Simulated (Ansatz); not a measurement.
**CH5AlO (SMILES [CH3][AlH][OH]): HF/STO-3G**

Aim: the vertical ionisation energy of CH5AlO at HF/STO-3G, from 2 runs. 

The calculation is run with Ansatz 0.2.0.

42 further runs of the same task are left out: 42 set aside as unsound or not needed.

## 1. Starting point

CH5AlO has 8 atoms, charge 0, and is taken as a singlet. As SMILES, `[CH3][AlH][OH]`. Geometry: relaxed at PBE0-D4/def2-TZVP. This is one conformer, not always the lowest.

Bond lengths: C1–Al2 1.941 Å, Al2–O3 1.701 Å, C1–H4 1.095 Å, C1–H5 1.092 Å, C1–H6 1.095 Å, Al2–H7 1.589 Å, O3–H8 0.956 Å. Angles: C1–Al2–O3 117.6°, C1–Al2–H7 124.2°, O3–Al2–H7 118.3°, Al2–C1–H4 111.0°, Al2–C1–H5 111.9°, Al2–C1–H6 111.2°, Al2–O3–H8 122.5°, H4–C1–H5 107.9°, H4–C1–H6 106.4°, H5–C1–H6 108.2°.

## 2. The energy at HF/STO-3G

File run.yaml:

```yaml
crystal:
  periodic: [false, false, false]
  atoms:
    - {symbol: C, position_ang: [-0.777900, 0.982200, -0.070900]}
    - {symbol: Al, position_ang: [0.579700, -0.394200, -0.239900]}
    - {symbol: O, position_ang: [0.544600, -1.676400, 0.876800]}
    - {symbol: H, position_ang: [-0.325100, 1.954500, 0.149300]}
    - {symbol: H, position_ang: [-1.491400, 0.755400, 0.724300]}
    - {symbol: H, position_ang: [-1.335700, 1.105000, -1.004800]}
    - {symbol: H, position_ang: [1.716800, -0.394500, -1.350200]}
    - {symbol: H, position_ang: [1.181200, -2.389100, 0.859500]}
basis:
  gaussian:
    orbitals: STO-3G
hamiltonian:
  xc: hf
accuracy: high
output: {orbitals: {seedname: orbitals}}
```

Command:

```console
$ ansatz run run.yaml --threads 1 --pin off --max-ram 3480MiB --events-out events.jsonl --progress --plain --runs-dir runs
```

Output:

```text
Warning: RAYON_NUM_THREADS=1 ignored (pool sized by the plan → 1); use --threads N
Functional definition: HF
  name "HF"
  exchange = exact_x
  correlation = 0
452 factors; integrals over basis functions are off by at most 3.3e-9 eV
mean field evaluation 1: about -9609.0905 eV, gradient 2.4e1 eV
mean field evaluation 2: about -9609.1465 eV, gradient 2.4e1 eV
mean field evaluation 4: about -9611.2653 eV, gradient 1.3e0 eV
mean field evaluation 8: about -9611.2727 eV, gradient 2.6e-6 eV
mean field -9611.27270632 eV, -353.2077572028 hartree, gradient 1.1e-8 eV, S^2 0.000000; 0 other end points of the search recorded, 0 dependent functions left out
reference -9611.27270632 eV, -353.2077572028 hartree; 16, 16 occupied and 8, 8 virtual orbitals, 452 factors
Total energy: -9611.27270632 eV, -353.2077572028 hartree
```

Run time: 0.16 s. Hardware: 1 thread of Arm Neoverse V2, shared host.

## 3. The doublet cation

File input.yaml:

```yaml
crystal:
  periodic: [false, false, false]
  atoms:
    - {symbol: C, position_ang: [-0.777900, 0.982200, -0.070900]}
    - {symbol: Al, position_ang: [0.579700, -0.394200, -0.239900]}
    - {symbol: O, position_ang: [0.544600, -1.676400, 0.876800]}
    - {symbol: H, position_ang: [-0.325100, 1.954500, 0.149300]}
    - {symbol: H, position_ang: [-1.491400, 0.755400, 0.724300]}
    - {symbol: H, position_ang: [-1.335700, 1.105000, -1.004800]}
    - {symbol: H, position_ang: [1.716800, -0.394500, -1.350200]}
    - {symbol: H, position_ang: [1.181200, -2.389100, 0.859500]}
basis:
  gaussian:
    orbitals: STO-3G
output: {orbitals: {seedname: orbitals}}
accuracy: high
magnetization:
  spin_polarized: true
  initial_magnetization: 1
hamiltonian:
  xc: hf
total_charge: 1
```

Command:

```console
$ ansatz run input.yaml --threads 1 --pin off --max-ram 3480MiB --events-out events.jsonl --progress --plain --runs-dir runs
```

Output:

```text
Warning: RAYON_NUM_THREADS=1 ignored (pool sized by the plan → 1); use --threads N
Functional definition: HF
  name "HF"
  exchange = exact_x
  correlation = 0
451 factors; integrals over basis functions are off by at most 3.3e-9 eV
mean field evaluation 1: about -9598.5634 eV, gradient 2.4e1 eV
mean field evaluation 2: about -9598.6071 eV, gradient 2.4e1 eV
mean field evaluation 4: about -9603.4419 eV, gradient 2.5e0 eV
mean field evaluation 8: about -9603.5928 eV, gradient 1.2e0 eV
mean field evaluation 16: about -9605.2842 eV, gradient 4.8e-3 eV
mean field evaluation 32: about -9604.8836 eV, gradient 1.1e0 eV
mean field evaluation 64: about -9604.8828 eV, gradient 9.0e-1 eV
mean field evaluation 96: about -9603.4069 eV, gradient 6.8e-1 eV
mean field -9605.28161796 eV, -352.9875887663 hartree, gradient 1.2e-8 eV, S^2 0.753985; 3 other end points of the search recorded, 0 dependent functions left out
reference -9605.28161796 eV, -352.9875887663 hartree; 16, 15 occupied and 8, 9 virtual orbitals, 451 factors
Total energy: -9605.28161796 eV, -352.9875887663 hartree
```

It took 0.43 s on 1 thread of Arm Neoverse V2, shared host.

## 4. Outcome

Level: HF/STO-3G.

| quantity | value |
| --- | --- |
| singlet CH5AlO: total energy | -353.20776 Eh |
| singlet CH5AlO: HOMO energy | -8.39 eV |
| singlet CH5AlO: LUMO energy | 9.59 eV |
| singlet CH5AlO: HOMO–LUMO gap | 17.98 eV |
| doublet cation: total energy | -352.98759 Eh |
| doublet cation: HOMO energy (highest over α and β) | -14.77 eV |
| doublet cation: LUMO energy (lowest over α and β) | -3.62 eV |
| doublet cation: ⟨S²⟩ | 0.754 |
| vertical ionisation energy (to the doublet cation) | 5.991 eV |

**Reading.** The vertical ionisation energy comes to 5.99 eV (578 kJ/mol). −ε(HOMO) before ionisation, 8.39 eV, is 2.40 eV above this ionisation energy. In a minimal basis such a difference can be off by several eV, whatever the method.
